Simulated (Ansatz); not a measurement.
System: rock-salt TiC. Method: r²SCAN (PAW; Ansatz, a first-principles code).

Settings: plane-wave cutoff 600 eV, 16×16×16 k mesh, Fermi–Dirac smearing 0.1 eV, finite displacements, no spin polarisation, scalar-relativistic PAW data made under PBE.

The cell has the measured lattice parameters. Conventional cell: a = 4.3270 Å, b = 4.3270 Å, c = 4.3270 Å, α = 90.00°, β = 90.00°, γ = 90.00°.

Harmonic phonon frequencies (cm⁻¹; i marks an imaginary mode):

| q point | frequencies |
|---|---|
| Γ | [?] |
| X | 290 290 362 520 520 610 |
| L | [?] |

Problem. Complete the blanks.

Solution. 
- Γ, frequencies: 0 0 0 511 511 511
- L, frequencies: 256 256 463 578 578 743

No imaginary mode appears at these points.

Note: the cell isn't this level's own, so it is under some stress, which shifts stiffness and frequencies.
